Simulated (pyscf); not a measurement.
Structures and frequencies: ωB97X-D3(BJ)/def2-SVP in PySCF. Correlated levels are frozen-core, on RHF or UHF. ΔMP2 is the change of the MP2 total energy from the triple- to the quadruple-zeta basis.

SMILES: [PH2][InH][PH2]
```xyz
8

P      0.5402    -1.4562     0.7685
In     0.8263     0.8549    -0.0832
P     -1.2141     2.1575    -0.6206
H     -0.5572    -1.7468    -0.0920
H      1.5240    -2.0141    -0.0980
H      2.3984     1.5365    -0.2959
H     -1.9513     1.6561     0.4903
H     -0.7713     3.3342     0.0496
```
Charge 0, spin multiplicity 1.

Task: How much does it cost (ΔH, 298 K, CCSD(T)/def2-TZVPP + ΔMP2(QZVPP)) to split H₂P–InH–PH₂ (SMILES [PH2][InH][PH2]) at its In–P bond into PH₂• + [H₂P–InH]•?

Result: In–P to PH₂• + [H₂P–InH]•: 245.8 kJ/mol. The radicals are drawn with the spin at the cut bond; how far it spreads was not checked. Other isomers of [H₂P–InH]• were not searched in full and may lie lower. The CCSD(T) − MP2 part came from Ansatz, without density fitting, on the same reference. The frozen core leaves the outer d or s,p core shells of the metals and heavy elements correlated in the MP2 and CC values, and def2-TZVPP describes them poorly, which can shift differences by a few kcal/mol. Elements past Kr carry the def2 core potentials, without spin-orbit coupling.
